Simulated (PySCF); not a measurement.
Which basis set comes closest?

Molecule: `FC(C)(F)F`, C2H3F3.

Structure with atom numbers: `[CH3:1][C:2]([F:3])([F:4])[F:5]`. Hydrogens are named by the atom that carries them.

Geometry PBE0-D3(BJ)/def2-SVP throughout; GIAO in PySCF 2.14.0 with density-fitted response routines, gas phase, one conformer, non-relativistic; equivalent atoms averaged; functional PBE0.

Reference values (CCSD(T)/13s9p4d3f; gas (isolated, no vibration); M. E. Harding, PhD thesis, Mainz 2008 (Harding, Lenhart, Auer, Gauss, JCP 2008, 128, 244111)): σ(F3/F4/F5) = 270.1 ppm.

Question: How do the basis sets STO-3G, 6-31G, pcSseg-0, 6-31G*, def2-SVP, cc-pVDZ, pcSseg-1, aug-cc-pVDZ, 6-311+G(2d,p), def2-TZVP, cc-pVTZ, IGLO-III, pcSseg-2 perform against the reference? Times are CPU seconds on shared hosts with different chips, so compare them loosely.

Answer: 
```
    basis set  functions  F3/F4/F5  abs. error F  core-s
       STO-3G         28     398.9         128.8     1.2
        6-31G         51     264.6           5.5     2.6
     pcSseg-0         51     259.3          10.8     2.6
       6-31G*         76     276.8           6.7     3.7
     def2-SVP         85     278.3           8.2     4.3
      cc-pVDZ         85     275.4           5.3     4.7
     pcSseg-1        100     253.6          16.5     3.4
  aug-cc-pVDZ        142     264.6           5.5     8.2
6-311+G(2d,p)        153     250.5          19.6     9.2
    def2-TZVP        173     251.0          19.1      12
      cc-pVTZ        192     254.2          15.9      13
     IGLO-III        205     248.2          21.9      13
     pcSseg-2        222     250.0          20.1      14
```

For 19F the closest is cc-pVDZ (5.3 ppm, with 6-31G, aug-cc-pVDZ practically level) and the furthest STO-3G (128.8 ppm). Where a smaller basis beats a larger one, errors probably cancel; the largest sets show where the functional converges. One molecule is a small sample, and the reference may use another geometry.

A small basis that lands close on one nucleus may do so by chance; judge by the trend and by all nuclei.
